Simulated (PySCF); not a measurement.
## MgP and its ions

UHF-MP2; Mg cc-pVDZ, P cc-pV(D+d)Z; no relativity (PySCF 2.14). Neutral (UHF): quartet (σ ↑, π ↑↑), Re = 2.555 Å, ωe = 306 cm⁻¹, De = 0.33 eV.

MgP⁺ (ROHF): triplet (π ↑↑), Re = 2.465 Å, ωe = 371 cm⁻¹, De = 0.89 eV to Mg⁺ + P. The energies at the minima are -540.41888 hartree for MgP and -540.17418 for MgP⁺.

Question: Work out the adiabatic ionisation energy, without and with harmonic zero-point energies (1 hartree = 27.2114 eV, 1 eV = 8065.5 cm⁻¹), and the change of the bond length.

Answer: At MP2: 0.24470 hartree = 6.659 eV between the minima; the zero-point term (371.0 − 306.0)/2 cm⁻¹ = +0.004 eV makes it 6.663 eV. Re changes by -9.0 pm against the neutral. The electron leaves a σ orbital, and the shorter bond of the ion fits an antibonding orbital, or a change in how ionic the bond is.

Correlated steps freeze 6 core orbitals. UHF and ROHF references stand side by side, which adds small steps between rows. Weak bonds: MgP. Basis-set superposition, not corrected here, can be much of De in a small basis, most of all at correlated wavefunction levels. For an ion De counts to the pair picked by the measured ionisation energies or electron affinities, which need not be the lowest pair at this level. States were picked by a PBE0 search and need not be the measured ground states.

Neutral and ion stand on different kinds of reference determinant, which adds to the error of the difference.
